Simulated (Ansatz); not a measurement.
hcp Hf was calculated with r²SCAN (PAW; Ansatz, a program for electronic structure).

A relaxed, unreconstructed slab of the (0001) face has 6 atoms, two equal faces of 8.858 Å² each and an energy of -94396.2165 eV. A bulk cell of 2 atoms with the same orientation and in-plane k mesh has -31466.1227 eV. Energies are extrapolated to zero smearing.

Numerical settings: plane-wave cutoff 500 eV, 24×24×1 k mesh (along the axes of the cell as run), Fermi–Dirac smearing 0.1 eV, scalar-relativistic PAW data made under PBE.

Worked out: γ = (E_slab − N E_bulk per atom)/2A = [-94396.2165 − 6 × (-31466.1227/2)]/(2 × 8.858) = 0.1214 eV/Å². With 16.022 J/m² per eV/Å² this is 1.95 J/m², or 1.08 eV per surface cell and face.
